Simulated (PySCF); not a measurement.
Compound: C₄H₉OP.
Numbering: `[CH2:1]=[CH:2][P:3]([CH3:4])([CH3:5])=[O:6]` (hydrogens: H7, H8 on C1; H9 on C2; H10, H11, H12 on C4; H13, H14, H15 on C5)

The calculation used PySCF, TDDFT B3LYP/def2-SVPD, vertical, gas phase, core orbitals frozen in the response. The structure is a single GFN2-xTB conformer in the gas phase; no vibrational or solvent corrections. Torsions of this conformer, `[CH2:1]=[CH:2][P:3]([CH3:4])([CH3:5])=[O:6]`: C1–C2–P3–C4 125°.

Orbital energies (eV): HOMO-3 -9.64, HOMO-2 -8.13, HOMO-1 -7.51, HOMO -7.39, LUMO -0.84, LUMO+1 0.17, LUMO+2 0.98.

Lowest singlets, with some entries withheld (?).

```tsv
state	ν̃ (cm⁻¹)	f	main configurations (H = HOMO, L = LUMO)
S1	45160	0.0024	H-1→L (99%)
S2	?	?	H→L (99%)
S3	54290	0.035	?
S4	?	0.018	?
S5	59200	0.409	H-2→L (92%)
S6	59830	0.024	H-2→L+1 (93%)
S7	60680	?	H→L+2 (60%), H-3→L (30%)
S8	60940	?	?
```

Q: Fill in the withheld entries.

A: 
- S2: ν̃ = 45500 cm⁻¹; f = 0.015
- S3: H→L+1 (98%)
- S4: ν̃ = 55240 cm⁻¹; H-1→L+1 (98%)
- S7: f = 0.0020
- S8: f = 0.0000; H-3→L (61%), H→L+2 (30%)

Q: Where do the lowest triplets lie (Tamm–Dancoff)?

A: T1 4.48 eV, H-2→L (94%); T2 5.40 eV, H-1→L (97%); T3 5.55 eV, H→L (98%). E(S1) − E(T1) = +1.12 eV.

Q: What is the mean static polarisability from the same response equations?

A: 76.1 au (11.27 Å³), with principal values 68.6, 69.5 and 90.1 au.

Q: How far apart are S6 and S7, in eV and cm⁻¹?

A: 7.523 − 7.418 = 0.105 eV, or about 850 cm⁻¹.
